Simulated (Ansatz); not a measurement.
# C₂H₅OS radical: up Jacob's ladder to CCSD(T)

The task here is to estimate one member of a computed series from the others.

Computed with Ansatz 0.2.0, Gaussian basis. Level: functionals in def2-TZVPP, the program's frozen cores in correlated methods.

Levels to be run: LDA (SPW92), PBE-D4, revPBE-D4, BLYP-D4, r2SCAN-D4, B97M-V, PBE0-D4, B3LYP-D4, r2SCANh-D4, r2SCAN0-D4, HSE06-D4, BHLYP-D4, CAM-B3LYP-D4, LC-ωPBE, ωB97X-V, ωB97M-V, B2PLYP, PBE-QIDH; CCSD(T)/def2-SVP; CCSD(T)/def2-TZVPP; MP2/def2-QZVPP; extrapolation to the limit; RPA on PBE.

### The geometry

All runs share one geometry, relaxed beforehand with PBE0-D4 in a triple-zeta def2 set.

SMILES `[CH2]S(C)=O`, 9 atoms, charge 0, spin multiplicity 2.

Atoms are counted from 1 here; the program's logs count them from 0.

Bond lengths: C1–S2 1.711 Å, C1–H5 1.083 Å, C1–H6 1.084 Å, S2–C3 1.804 Å, S2–O4 1.474 Å, C3–H7 1.091 Å, C3–H8 1.090 Å, C3–H9 1.090 Å. Angles: S2–C1–H5 116.1°, S2–C1–H6 117.8°, H5–C1–H6 120.1°, C1–S2–C3 99.4°, C1–S2–O4 111.4°, C3–S2–O4 108.4°, S2–C3–H7 109.3°, S2–C3–H8 108.5°, S2–C3–H9 106.4°, H7–C3–H8 111.4°, H7–C3–H9 110.2°, H8–C3–H9 110.8°.

Set-up of the first run:

in.yaml reads:

```yaml
crystal:
  periodic: [false, false, false]
  atoms:
    - {symbol: C, position_ang: [-0.435558, 1.273009, -0.614029]}
    - {symbol: S, position_ang: [-0.529961, -0.435257, -0.630745]}
    - {symbol: C, position_ang: [0.396323, -0.797650, 0.874559]}
    - {symbol: O, position_ang: [0.203264, -1.003002, -1.776673]}
    - {symbol: H, position_ang: [-0.407978, 1.758782, -1.581343]}
    - {symbol: H, position_ang: [-0.841640, 1.793977, 0.245366]}
    - {symbol: H, position_ang: [-0.072653, -0.290070, 1.718189]}
    - {symbol: H, position_ang: [1.425597, -0.468390, 0.735575]}
    - {symbol: H, position_ang: [0.351107, -1.877701, 1.012201]}
basis:
  gaussian: {orbitals: def2-TZVPP}
magnetization: {spin_polarized: true, initial_magnetization: 1}
hamiltonian: {xc: lda}
output: {orbitals: {seedname: orbitals}}
```

Among the steps run: LDA; PBE-D4 (GGA); revPBE-D4 (GGA); BLYP-D4 (GGA); r2SCAN-D4 (meta-GGA); B97M-V (meta-GGA); PBE0-D4 (hybrid); B3LYP-D4 (hybrid); r2SCANh-D4 (hybrid); r2SCAN0-D4 (hybrid); HSE06-D4 (hybrid); BHLYP-D4 (hybrid); CAM-B3LYP-D4 (range-separated); LC-ωPBE-D4 (range-separated; the results give it without D4); ωB97X-V (range-separated); ωB97M-V (range-separated); B2PLYP (double hybrid); PBE-QIDH (double hybrid).

One table of the session follows, with a row left open; its other results are not shown here.

It belongs to the step «Frontier levels by functional». 

```
  functional  HOMO (eV)  LUMO (eV)  gap (eV)
 LDA (SPW92)      -4.99      -4.06      0.92
      PBE-D4      -4.93      -3.64      1.29
   revPBE-D4      -4.87      -3.52      1.36
     BLYP-D4      -4.80      -3.60      1.20
   r2SCAN-D4      -5.24      -3.15      2.08
      B97M-V      -5.18      -3.43      1.75
     PBE0-D4          ?          ?         ?
    B3LYP-D4      -6.00      -2.96      3.04
  r2SCANh-D4      -5.72      -2.77      2.95
  r2SCAN0-D4      -6.46      -2.20      4.26
    HSE06-D4      -5.83      -2.96      2.87
    BHLYP-D4      -7.43      -1.53      5.90
CAM-B3LYP-D4      -7.58      -1.58      6.00
     LC-ωPBE      -8.90      -0.16      8.74
     ωB97X-V      -8.49      -0.58      7.91
     ωB97M-V      -8.32      -0.74      7.58
```

Estimate the missing values for PBE0-D4.

**Answer.** HOMO (eV): -6.23; LUMO (eV): -2.57; gap (eV): 3.66. In the column «HOMO (eV)» it lies between r2SCAN0-D4 (-6.46) and B3LYP-D4 (-6.00).
